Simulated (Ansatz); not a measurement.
**The cluster GeBr2+: structure and electronic state**

What does the cluster GeBr2+ look like as a doublet, and where do its frontier electrons sit?

Computed with Ansatz 0.2.0, Gaussian basis. Level: UKS PBE0-D4/def2-TZVP.

The runs, in order: relaxation at r2SCAN-D4/def2-TZVP; a search for the lowest solution at PBE0-D4/def2-SVP; a single point at PBE0-D4/def2-TZVP; harmonic vibrations at r2SCAN-D4/def2-TZVP.

1 further run of the same task is left out (set aside as unsound or not needed).

## 1. The starting structure

3 atoms, charge 1, spin multiplicity 2.

Atoms are counted from 1 here; the program's logs count them from 0.

Bond lengths: Ge1–Br2 2.296 Å, Ge1–Br3 2.295 Å. Angles: Br2–Ge1–Br3 115.0°.

The ion is computed in the gas phase, without counter-ions or solvent.

The start is a GFN1-xTB geometry.

## 2. Optimising with r2SCAN-D4/def2-TZVP

Input file in.yaml:

```yaml
crystal:
  periodic: [false, false, false]
  atoms:
    - {symbol: Ge, position_ang: [-0.552320, 0.481190, 0.373180]}
    - {symbol: Br, position_ang: [1.505660, 0.028260, 1.284090]}
    - {symbol: Br, position_ang: [-0.953340, -0.509450, -1.657280]}
basis:
  gaussian: {orbitals: def2-TZVP}
total_charge: 1
magnetization: {spin_polarized: true, initial_magnetization: 1}
hamiltonian: {xc: r2scan, dispersion: d4}
scf: {lower_state_search: "off"}
output: {orbitals: {seedname: orbitals}}
relax: {f_tol: 0.02, max_steps: 100}
```

Command:

```console
ansatz run in.yaml --threads 4 --pin off --events-out ev --progress --plain --max-ram 3916MiB
```

After this run come: Searching for the lowest solution, PBE0-D4/def2-SVP; Single point, PBE0-D4/def2-TZVP; Vibrations by finite differences.

Before running them: what should the planned runs give, taken together? Wanted: point group; commonest bond; HOMO, LUMO at PBE0-D4/def2-TZVP; ⟨S²⟩; lowest, highest wavenumber.

The runs gave:

| quantity | value |
| --- | --- |
| point group | C2v |
| commonest bond | Br–Ge, 2 of mean length 2.234 Å |
| HOMO, LUMO at PBE0-D4/def2-TZVP (over both spins) | -13.82, -11.05 eV |
| ⟨S²⟩ | 0.757 |
| lowest, highest wavenumber | 91, 361 cm⁻¹ |

The molecule keeps its bonding pattern by the stored test; the atoms moved 0.07 Å (rms). All wavenumbers are real: a minimum at this level. The alpha HOMO lies nearest to Ge1 40 %; Br2, Br3 about 30 % each and the alpha LUMO to Ge1 75 %; Br2, Br3 about 13 % each (shares on a coarse grid); over both spins the LUMO of beta spin, not drawn, take the frontier's place. Whether this spin is the lowest isn't tested here.
